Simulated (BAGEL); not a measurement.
**C3H4FN (SMILES FC1=CCN1): HF/6-31G(d) (density fitting with qzvpp-jkfit, spherical functions)**

Aim: the energy change on altering one bond length of C3H4FN at HF/6-31G* (density fitting with qzvpp-jkfit, spherical functions), from 2 runs. 

The results are computed with BAGEL 1.2.2.

1 further run of the same task is left out (set aside as unsound or not needed). Runs told in other sessions of the task aren't counted.

## Step 1: The system as given

C3H4FN: 9 atoms, total charge 0, spin state singlet. SMILES: `FC1=CCN1`. The shape is that of a PBE0-D4/def2-TZVP optimisation.

Bond lengths: F1–C2 1.313 Å, C2–C3 1.333 Å, C3–C4 1.512 Å, C2–N5 1.396 Å, C4–N5 1.502 Å, C3–H6 1.076 Å, C4–H7 1.092 Å, C4–H8 1.091 Å, N5–H9 1.016 Å. Some angles: F1–C2–C3 136.4°, F1–C2–N5 123.2°, C3–C2–N5 100.2°, C2–C3–C4 86.7°, C3–C4–N5 88.0°, C2–N5–C4 84.8°, C2–C3–H6 137.0°, C4–C3–H6 135.5°, C3–C4–H7 115.8°, C3–C4–H8 116.7°.

## Step 2: The energy at HF/6-31G(d) (density fitting with qzvpp-jkfit, spherical functions)

calc.json reads:

```json
{ "bagel": [

{
  "title": "molecule",
  "basis": "6-31gs.json",
  "df_basis": "qzvpp-jkfit",
  "angstrom": true,
  "geometry": [
    { "atom": "F", "xyz": [       1.074100,       1.340400,       1.583300 ] },
    { "atom": "C", "xyz": [       0.534800,       0.590000,       0.650300 ] },
    { "atom": "C", "xyz": [       0.975100,      -0.222700,      -0.310100 ] },
    { "atom": "C", "xyz": [      -0.478000,      -0.458100,      -0.654900 ] },
    { "atom": "N", "xyz": [      -0.837800,       0.551700,       0.397600 ] },
    { "atom": "H", "xyz": [       1.920400,      -0.469500,      -0.760200 ] },
    { "atom": "H", "xyz": [      -0.865700,      -1.453500,      -0.427700 ] },
    { "atom": "H", "xyz": [      -0.805100,      -0.135800,      -1.645100 ] },
    { "atom": "H", "xyz": [      -1.429100,       0.211100,       1.149900 ] }
  ]
},

{ "title": "hf" },

{ "title": "print", "file": "orbitals.molden", "orbitals": true }

]}
```

The basis set 6-31G* is read from a file made from the Basis Set Exchange's data (not shown).

Run with:

```bash
$ BAGEL_NUM_THREADS=1 BAGEL calc.json > calc.out
```

What it wrote:

```text
* using 1 threads per process

  ===============================================================
  ===============================================================

  *** Geometry ***

  { "atom" : "F", "xyz" : [      2.029755,      2.532989,      2.992003 ] },
  { "atom" : "C", "xyz" : [      1.010626,      1.114938,      1.228889 ] },
  { "atom" : "C", "xyz" : [      1.842672,     -0.420842,     -0.586004 ] },
  { "atom" : "C", "xyz" : [     -0.903289,     -0.865684,     -1.237582 ] },
  { "atom" : "N", "xyz" : [     -1.583213,      1.042562,      0.751355 ] },
  { "atom" : "H", "xyz" : [      3.629030,     -0.887226,     -1.436570 ] },
  { "atom" : "H", "xyz" : [     -1.635936,     -2.746717,     -0.808236 ] },
  { "atom" : "H", "xyz" : [     -1.521419,     -0.256625,     -3.108788 ] },
  { "atom" : "H", "xyz" : [     -2.700608,      0.398921,      2.172996 ] },

  Number of auxiliary basis functions:      451

  Since a DF basis is specified, we compute 2- and 3-index integrals:
    o Being stored without compression. Storage requirement is 0.022 GB

  Number of basis functions:       78
  Number of electrons      :       38

    * METHOD: MOLECULE                             0.22

  *** RHF ***

  === Nuclear Repulsion ===
   170.0031622901

      * DIIS with orbital gradients will be used.

  === RHF iteration (6-31gs.json) ===
      0       -269.56733882          0.01871437           0.03
      1       -269.69819520          0.00932885           0.03
      2       -269.73130024          0.00181364           0.03
      3       -269.73310796          0.00048964           0.03
      4       -269.73323402          0.00013611           0.03
      5       -269.73325198          0.00004313           0.03
      6       -269.73325417          0.00002763           0.03
      7       -269.73325484          0.00000680           0.03
      8       -269.73325491          0.00000283           0.03
      9       -269.73325492          0.00000126           0.03
     10       -269.73325492          0.00000047           0.03
     11       -269.73325492          0.00000016           0.03
     12       -269.73325492          0.00000005           0.03
     13       -269.73325492          0.00000002           0.03
     14       -269.73325492          0.00000001           0.03
    * SCF iteration converged.

    * Permanent dipole moment:
           (    0.235528,     0.728783,     0.134930) a.u.

    * METHOD: HF                                   0.58

    * METHOD: PRINT                                0.01

  ===============================================================
```

Wall time 0.96 s (1 thread of Arm Neoverse V2, shared host).

## Step 3: The distorted shape

calc.json reads:

```json
{ "bagel" : [

{
  "title" : "molecule",
  "basis" : "6-31gs.json",
  "df_basis" : "qzvpp-jkfit",
  "angstrom" : true,
  "geometry" : [
    { "atom" : "F", "xyz" : [   -0.060259,    1.636560,    2.123420 ] },
    { "atom" : "C", "xyz" : [   -0.599559,    0.886160,    1.190420 ] },
    { "atom" : "C", "xyz" : [   -0.159259,    0.073460,    0.230020 ] },
    { "atom" : "C", "xyz" : [   -1.612359,   -0.161940,   -0.114780 ] },
    { "atom" : "N", "xyz" : [   -1.972159,    0.847860,    0.937720 ] },
    { "atom" : "H", "xyz" : [    1.920400,   -0.469500,   -0.760200 ] },
    { "atom" : "H", "xyz" : [   -2.000059,   -1.157340,    0.112420 ] },
    { "atom" : "H", "xyz" : [   -1.939459,    0.160360,   -1.104980 ] },
    { "atom" : "H", "xyz" : [   -2.563459,    0.507260,    1.690020 ] }
  ]
},
{
  "title" : "hf"
},
{
  "title" : "print",
  "file" : "orbitals.molden",
  "orbitals" : true
}

]}
```

The basis set 6-31G* is read from a file made from the Basis Set Exchange's data (not shown).

Run with:

```bash
$ BAGEL_NUM_THREADS=1 BAGEL calc.json > calc.out
```

What it wrote:

```text
* using 1 threads per process

  ===============================================================
  ===============================================================

  *** Geometry ***

  { "atom" : "F", "xyz" : [     -0.113873,      3.092650,      4.012682 ] },
  { "atom" : "C", "xyz" : [     -1.133002,      1.674600,      2.249568 ] },
  { "atom" : "C", "xyz" : [     -0.300956,      0.138819,      0.434675 ] },
  { "atom" : "C", "xyz" : [     -3.046917,     -0.306022,     -0.216903 ] },
  { "atom" : "N", "xyz" : [     -3.726840,      1.602223,      1.772034 ] },
  { "atom" : "H", "xyz" : [      3.629030,     -0.887226,     -1.436570 ] },
  { "atom" : "H", "xyz" : [     -3.779564,     -2.187056,      0.212443 ] },
  { "atom" : "H", "xyz" : [     -3.665046,      0.303036,     -2.088110 ] },
  { "atom" : "H", "xyz" : [     -4.844235,      0.958582,      3.193675 ] },

  Number of auxiliary basis functions:      451

  Since a DF basis is specified, we compute 2- and 3-index integrals:
    o Being stored without compression. Storage requirement is 0.022 GB

  Number of basis functions:       78
  Number of electrons      :       38

    * METHOD: MOLECULE                             0.16

  *** RHF ***

  === Nuclear Repulsion ===
   166.6037756824

      * DIIS with orbital gradients will be used.

  === RHF iteration (6-31gs.json) ===
      0       -269.28245243          0.01930903           0.03
      1       -269.43260060          0.01177892           0.03
      2       -269.49566227          0.00219357           0.03
      3       -269.49912253          0.00105641           0.03
      4       -269.49969516          0.00026289           0.03
      5       -269.49977469          0.00011048           0.03
      6       -269.49978618          0.00006319           0.03
      7       -269.49979180          0.00002500           0.03
      8       -269.49979367          0.00001512           0.03
      9       -269.49979443          0.00000903           0.03
     10       -269.49979470          0.00000417           0.03
     11       -269.49979474          0.00000259           0.03
     12       -269.49979475          0.00000097           0.03
     13       -269.49979475          0.00000067           0.03
     14       -269.49979475          0.00000021           0.03
     15       -269.49979475          0.00000011           0.03
     16       -269.49979475          0.00000006           0.03
     17       -269.49979475          0.00000004           0.03
     18       -269.49979475          0.00000002           0.03
     19       -269.49979475          0.00000001           0.03
     20       -269.49979475          0.00000001           0.03
    * SCF iteration converged.

    * Permanent dipole moment:
           (    0.705411,     0.577697,    -0.022016) a.u.

    * METHOD: HF                                   0.77

    * METHOD: PRINT                                0.01

  ===============================================================
```

Wall time 1.1 s (1 thread of Arm Neoverse V2, shared host).

## Step 4: Outcome

Level: HF/6-31G* (density fitting with qzvpp-jkfit, spherical functions).

| quantity | value |
| --- | --- |
| first shape: total energy | -269.73325 Eh |
| first shape: dipole moment | 1.98 D |
| first shape: HOMO energy | -9.09 eV |
| first shape: LUMO energy | 5.60 eV |
| first shape: HOMO–LUMO gap | 14.68 eV |
| distorted shape: total energy | -269.49979 Eh |
| distorted shape: dipole moment | 2.32 D |
| distorted shape: HOMO energy | -9.27 eV |
| distorted shape: LUMO energy | -0.06 eV |
| distorted shape: HOMO–LUMO gap | 9.20 eV |
| energy change with the C3–H6 bond stretched from 1.076 to 2.367 Å | 6.353 eV |

In words: One bond (distorted shape) is far stretched, which a spin-restricted single reference describes badly; a broken-symmetry solution may lie lower. With the C3–H6 bond stretched from 1.076 to 2.367 Å the energy rises by 6.35 eV (613 kJ/mol). The first shape isn't relaxed at this level, so the change isn't measured from a minimum. A restricted reference can't describe the breaking bond well at this length.
